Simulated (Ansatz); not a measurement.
# H9O4: the cost of one run

Method: the levels named in each step, in Ansatz 0.2.0.

## (1) The starting structure

Bond lengths: O1–H5 0.961 Å, O1–H6 0.961 Å, O2–H7 0.962 Å, O2–H8 0.962 Å, O3–H9 0.962 Å, O3–H10 0.962 Å, O4–H11 1.020 Å, O4–H12 1.019 Å, O4–H13 1.011 Å. Angles: H5–O1–H6 107.7°, H7–O2–H8 107.5°, H9–O3–H10 107.3°, H11–O4–H12 108.7°, H11–O4–H13 108.2°, H12–O4–H13 109.0°.

Coordinates:

```xyz
13

O    -1.7495    1.6017    0.4208
O     1.8721    0.6903   -1.2873
O    -0.4104   -2.3549    0.2560
O     0.3063    0.0731    0.6366
H    -1.8975    2.3678    0.9816
H    -2.4359    1.5950   -0.2511
H     2.3140    0.0343   -1.8341
H     2.4659    1.4420   -1.2008
H    -1.3288   -2.6353    0.3063
H     0.1261   -3.0657    0.6197
H     0.9532    0.3128   -0.1149
H     0.0062   -0.8929    0.5127
H    -0.4994    0.6799    0.5659
```

## (2) A rough first relaxation, PBE-D4/def2-SVP

Input file input.yaml:

```yaml
crystal:
  periodic: [false, false, false]
  atoms:
    - { symbol: O, position_ang: [-1.74947, 1.60173, 0.42082] }
    - { symbol: O, position_ang: [1.87215, 0.69029, -1.2873] }
    - { symbol: O, position_ang: [-0.41037, -2.3549, 0.25602] }
    - { symbol: O, position_ang: [0.30634, 0.0731, 0.63659] }
    - { symbol: H, position_ang: [-1.89745, 2.36784, 0.98162] }
    - { symbol: H, position_ang: [-2.43593, 1.59496, -0.25109] }
    - { symbol: H, position_ang: [2.31397, 0.03429, -1.83415] }
    - { symbol: H, position_ang: [2.46585, 1.44202, -1.20084] }
    - { symbol: H, position_ang: [-1.32884, -2.63529, 0.30634] }
    - { symbol: H, position_ang: [0.12614, -3.06572, 0.61973] }
    - { symbol: H, position_ang: [0.95323, 0.31279, -0.11486] }
    - { symbol: H, position_ang: [0.00621, -0.89286, 0.51274] }
    - { symbol: H, position_ang: [-0.49942, 0.67986, 0.56592] }
total_charge: 1
basis:
  gaussian: { orbitals: def2-SVP }
hamiltonian:
  xc: pbe
  dispersion: d4
relax:
  f_tol: 0.03
  max_steps: 200
```

Command:

```console
$ ansatz run input.yaml --threads 4 --pin off --max-ram 10240MiB --backend cpu --events-out ev --progress --plain --runs-dir out
```

What time and memory should one allow on 4 threads of Arm Neoverse N1, shared host?

About 12 s, with a peak of 0.13 GiB.
